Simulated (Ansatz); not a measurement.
Cartesian coordinates (Å):
SMILES: [SiH3]
```xyz
4

Si     0.0007     0.0005     0.3305
H     -0.2889     1.3963    -0.1115
H     -1.0653    -0.9484    -0.1064
H      1.3534    -0.4484    -0.1125
```
Charge 0, spin multiplicity 2.

Calculation: frozen-core CCSD(T)/def2-TZVPP // r2SCAN-D4/def2-SVP (Ansatz, a quantum-chemistry and plane-wave program).

| Item | Result |
|---|---|
| HF energy | -290.63701 Ha |
| MP2 correlation energy | -0.11682 Ha |

Estimate the CCSD correlation energy, the (T) correction, the total energy and the T1 diagnostic.


CCSD correlation energy: -0.14314 Ha
(T) correction: -0.00354 Ha
CCSD(T) total energy: -290.78370 Ha
T1 diagnostic: 0.015
